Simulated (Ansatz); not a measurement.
`NC1=CS1`. The species carries charge 0 and has multiplicity 1.

```json
{"atom": "N1", "x (Å)": "0.587", "y (Å)": "-0.049", "z (Å)": "-1.094"}
{"atom": "C2", "x (Å)": "-0.090", "y (Å)": "-0.120", "z (Å)": "0.062"}
{"atom": "C3", "x (Å)": "-0.283", "y (Å)": "0.208", "z (Å)": "1.289"}
{"atom": "S4", "x (Å)": "-1.426", "y (Å)": "-1.138", "z (Å)": "0.685"}
{"atom": "H5", "x (Å)": "0.105", "y (Å)": "-0.375", "z (Å)": "-1.915"}
{"atom": "H6", "x (Å)": "1.179", "y (Å)": "0.754", "z (Å)": "-1.232"}
{"atom": "H7", "x (Å)": "-0.071", "y (Å)": "0.719", "z (Å)": "2.206"}
```

**Question.** What are the harmonic wavenumbers in cm⁻¹ at PBE0-D4/def2-TZVP (Ansatz, finite differences of forces, unscaled)? (Best estimate.)

**Answer.** Computed: 255, 316, 386, 449, 527, 546, 696, 901, 1108, 1215, 1631, 1917, 3365, 3593, 3705.

**Question.** Is this a minimum?

**Answer.** Yes, all 15 modes are real.

**Question.** Give the ideal-gas thermochemistry at 298.15 K and 1 bar (rigid rotor, harmonic oscillator; point group C1, symmetry number 1).

**Answer.** Zero-point energy 123.3 kJ/mol; H(298) − E = 138.6 kJ/mol; entropy 292.2 J/(mol·K), of which translation 162.4, rotation 102.4, vibration 27.4; G(298) − E = 51.5 kJ/mol.

**Question.** And at 400, 500, 600, 800 and 1000 K?

**Answer.** 
| T (K) | H − E (kJ/mol) | S (J/mol/K) | G − E (kJ/mol) |
| --- | --- | --- | --- |
| 400 | 147.1 | 316.6 | 20.5 |
| 500 | 156.5 | 337.6 | -12.2 |
| 600 | 166.7 | 356.1 | -46.9 |
| 800 | 188.9 | 387.9 | -121.5 |
| 1000 | 212.9 | 414.7 | -201.8 |

**Question.** Rotational constants (cm⁻¹)?

**Answer.** 0.5143, 0.1699, 0.128.
